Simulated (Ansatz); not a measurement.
`C=C(C=O)CC`, charge 0, multiplicity 1.

**Question.** Give a relaxed structure at PBE0-D4/def2-TZVP (Ansatz 0.2.0). (Best estimate.)

**Answer.** Computed: 
Z-matrix (Å, degrees):
```
C
C 1 1.526
C 1 1.495 2 112.4
H 1 1.093 2 110.1 3 122.0
H 1 1.094 2 108.9 3 -120.2
H 2 1.092 1 110.5 3 179.2
H 2 1.093 1 110.9 3 -60.9
H 2 1.091 1 110.8 3 59.5
C 3 1.476 1 118.1 2 -74.8
C 3 1.333 1 125.0 2 105.1
O 9 1.204 3 124.5 1 -2.5
H 9 1.111 3 114.5 1 178.1
H 10 1.086 3 120.7 1 -179.0
H 10 1.084 3 122.2 1 1.2
```
This is one stationary point; other conformers may exist.
